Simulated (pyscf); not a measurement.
Single points on ωB97X-D3(BJ)/def2-SVP structures (PySCF, gas phase). MP2 and CC: frozen core, UHF for open shells. ΔMP2 is the change of the MP2 total energy from the triple- to the quadruple-zeta basis.

Question: PBE/def2-TZVP puts the barrier of H₂N–SiH₃ (SMILES N[SiH3]) + SiH₂ (SMILES [SiH2]) [singlet] -> SiH₄ (SMILES [SiH4]) + HN=SiH₂ (SMILES N=[SiH2]) (concerted two-bond exchange; singlet surface; N–Si, H–N broken, H–Si, N–Si formed) at 16.3 kcal/mol and the reaction energy at -8.0 kcal/mol, from the separated reactants. What do r²SCAN/def2-TZVP, M06-2X/def2-TZVP, CCSD(T)/def2-TZVPP + ΔMP2(QZVPP) give on the same structures?

Answer: r²SCAN: ΔE‡ = 17.2 kcal/mol, ΔE = -9.2 kcal/mol; M06-2X: ΔE‡ = 32.7 kcal/mol, ΔE = -1.7 kcal/mol; CCSD(T): ΔE‡ = 26.9 kcal/mol, ΔE = -4.6 kcal/mol. PBE's barrier lies under all of them, by 0.8 to 16.4 kcal/mol. Its reaction energy lies among theirs. On the reactant side the descent ends in an adduct with a N–Si contact (not fully relaxed), 31.5 kcal/mol under the separated species and 65.7 kcal/mol under the saddle at ωB97X-D3(BJ)/def2-TZVP. What is counted as formed (N–Si) is already present as a longer contact in the reactant adduct; forming that adduct is a step of its own. At ωB97X-D3(BJ)/def2-TZVP the barrier from the zero used here is 34.2 kcal/mol. HN=SiH₂ lies 18.2 kcal/mol over its isomer H₂N–SiH: [singlet] (electronic energy, ωB97M-D3(BJ)/def2-TZVP). One saddle was located; it need not be the lowest between these sides. One closed-shell reference is unstable to symmetry breaking; treat the single-reference values with care. The CCSD(T) − MP2 part came from Ansatz, without density fitting, on the same reference.
